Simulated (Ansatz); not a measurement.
The same path of C5H8S (14 atoms, charge 0, multiplicity 1) was run 3 times with different band settings. Lost on the way: C3–H9. Made: C1–C3, C2–H9.

Theory: RKS PBE-D4/STO-3G (Ansatz 0.2.0).

Relaxed end points:

```xyz
14
Properties=species:S:1:pos:R:3
C -1.895 -0.188 0.253
C -0.616 -0.411 -0.150
C -0.301 -0.815 -1.565
S -1.368 -0.999 -2.788
C 0.581 -0.244 0.812
C 1.398 1.048 0.503
H -2.150 0.106 1.284
H -2.723 -0.305 -0.470
H 0.793 -0.993 -1.708
H 1.250 -1.126 0.718
H 0.213 -0.208 1.857
H 2.256 1.135 1.197
H 0.762 1.946 0.618
H 1.786 1.028 -0.532
```

```xyz
14
Properties=species:S:1:pos:R:3
C -1.867 -0.775 -0.157
C -0.691 0.252 -0.175
C -0.857 -0.765 -1.285
S -0.314 -1.415 -2.649
C 0.472 0.127 0.839
C 1.780 0.772 0.295
H -1.825 -1.593 0.584
H -2.889 -0.398 -0.339
H -0.969 1.299 -0.409
H 0.650 -0.946 1.057
H 0.182 0.616 1.794
H 2.598 0.672 1.031
H 1.627 1.847 0.088
H 2.090 0.279 -0.645
```

Common settings: spring 5.0 eV/Å²; optimiser quadratic models (default); start path through a guess of the saddle point; iteration limit 60; end points relaxed.

| run | movable images | climbing image | force threshold |
| --- | --- | --- | --- |
| 1 | 5 | yes | 0.05 eV/Å |
| 2 | 2 | no | 0.05 eV/Å |
| 3 | 5 | yes | 0.5 eV/Å |

(1) What does each run give, and how far can it be trusted?

## Answers

(1) Run 1: converged after 26 iterations, highest image 3.924 eV above the first end. Neighbouring images differ by up to 3.6 eV, so the band resolves the path poorly. A vibrational analysis at the climbing image gives one clearly imaginary mode, 1423i cm⁻¹: a first-order saddle point.
Run 2: converged after 11 iterations, highest image 2.486 eV above the first end. Neighbouring images differ by up to 2.3 eV, so the band resolves the path poorly. No image climbed, so the highest image needn't sit at the top of the path. A band with more images between the same ends climbed to 3.92 eV, so this one has probably stepped over the top. So few images can step over the top or miss a turn of the path.
Run 3: converged after 55 iterations, highest image 4.018 eV above the first end. The threshold of 0.5 eV/Å is loose, so the images may lie well off the minimum-energy path. The profile has 2 maxima (images 2, 5) with wells between them (image 4): this band takes more than one step, which may be the mechanism or a detour left from its start path. Neighbouring images differ by up to 3.9 eV, so the band resolves the path poorly. The order of the stationary point at the top wasn't checked.
The orbitals stay closed-shell, which can raise the energy where a bond breaks towards radicals; this wasn't checked here. Limits of this set-up: minimal basis.
